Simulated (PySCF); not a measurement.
# MF₂ across the third period

Level: PBE0, basis family def2-TZVP, no relativity.

Each entry is the lowest minimum that a search over a few typed start shapes (and spin states, where more than one is plausible) found, or that minimum re-optimised at the stated level; isomers with ligand–ligand bonds, or fragments after loss of a ligand pair, can lie lower. Open shells are unrestricted; no spin–orbit coupling; PySCF with density fitting.

| molecule | 2S+1 | point group | mean bond to the central atom (Å) | distinct angles (°) | gap (eV) | highest ω (cm⁻¹) | atomisation (kJ/mol) |
| --- | --- | --- | --- | --- | --- | --- | --- |
| MgF₂ | 1 | D∞h | 1.746 | 180 | 8.50 | 882 | 984 |
| AlF₂ | 2 | C2v | 1.647 | 120 | – | 903 | 1095 |
| SiF₂ | 1 | C2v | 1.601 | 101 | 6.17 | 871 | 1203 |
| SF₂ | 1 | C2v | 1.590 | 99 | 5.52 | 862 | 722 |

The bond shortens at every step; the largest change, -0.099 Å, falls between MgF₂ and AlF₂ among the members listed.

The shape changes along the series: D∞h for MgF₂; C2v for AlF₂ and SiF₂ and SF₂.

Left out of the table are members whose search was unfinished or whose lowest solution was spin-contaminated, unstable, very soft or bonded differently.
